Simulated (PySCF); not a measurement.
Molecule: `O=C=C=C=O`, C$_{3}$O$_{2}$.

Atoms are numbered as in `[O:1]=[C:2]=[C:3]=[C:4]=[O:5]`.

Geometry PBE0-D3(BJ)/def2-SVP throughout; GIAO in PySCF, gas phase, one conformer, non-relativistic; equivalent atoms averaged; functional PBE0.

Q: How do the shifts δ (against H2O, TMS at the same level) depend on the basis set? (ppm; last column core-seconds on shared hosts with different chips, so compare them loosely)

A: 
```csv
basis set,functions,O1/O5,C2/C4,C3,core-s
STO-3G,25,135.6,88.0,8.0,1.2
6-31G,45,175.2,112.1,-8.3,2.4
pcSseg-0,45,223.3,129.7,-3.4,1.9
6-31G*,70,169.0,109.2,-16.0,3.2
def2-SVP,70,191.7,113.5,-13.0,2.8
cc-pVDZ,70,191.8,114.9,-14.7,2.9
pcSseg-1,85,209.4,124.9,-18.6,4.6
aug-cc-pVDZ,115,184.9,117.5,-17.5,4.8
"6-311+G(2d,p)",135,192.9,123.5,-19.1,6.8
cc-pVTZ,150,201.5,122.5,-19.3,6.5
def2-TZVP,155,198.4,122.9,-21.0,8.5
IGLO-III,175,198.5,125.2,-19.4,8.2
pcSseg-2,180,200.9,126.6,-19.1,10
```

Q: Which nucleus moves most, in ppm?

A: O1/O5 (carbonyl oxygen): from 135.6 ppm with STO-3G to 223.3 ppm with pcSseg-0. The smallest spread is 29.1 ppm, at C3.

Q: Taking the largest basis, pcSseg-2 (180 functions), as the yardstick, rank the others by their worst heavy-atom deviation.

A: IGLO-III 2.4 ppm (175 functions), def2-TZVP 3.7 ppm (155 functions), cc-pVTZ 4.1 ppm (150 functions), 6-311+G(2d,p) 8.0 ppm (135 functions), pcSseg-1 8.5 ppm (85 functions), cc-pVDZ 11.8 ppm (70 functions), def2-SVP 13.1 ppm (70 functions), aug-cc-pVDZ 16.0 ppm (115 functions), pcSseg-0 22.4 ppm (45 functions), 6-31G 25.7 ppm (45 functions), 6-31G* 31.8 ppm (70 functions), STO-3G 65.2 ppm (25 functions).

A small basis that lands close on one nucleus may do so by chance; judge by the trend and by all nuclei.
